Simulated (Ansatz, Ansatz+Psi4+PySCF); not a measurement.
```yaml
atoms:
  - { symbol: O, position_ang: [0.0443, 1.1186, -0.0040] }
  - { symbol: H, position_ang: [-0.9271, 1.3315, 0.0014] }
  - { symbol: Cl, position_ang: [0.0409, -0.5981, 0.0081] }
```

Basis set: cc-pVTZ on H, O; cc-pV(T+d)Z on Cl (spherical functions). Frozen core: 6 orbitals. Charge 0, multiplicity 1.

Computed with Ansatz (development build ahead of 0.2.0); each method stands on the lowest determinant of its kind that the runs found. Restricted open shells among the atoms or ions are ROHF, correlated in semicanonical orbitals with singles.

**Question.** Give the atomization energy at this shape (free ground-state atoms in the same class of orbitals less the molecule, no zero-point energy) of singlet HClO by RHF-MP2, RHF.

**Answer.**

| method | atomization energy |
| --- | --- |
| RHF-MP2 | 679.3 kJ/mol |
| RHF | 347.8 kJ/mol |
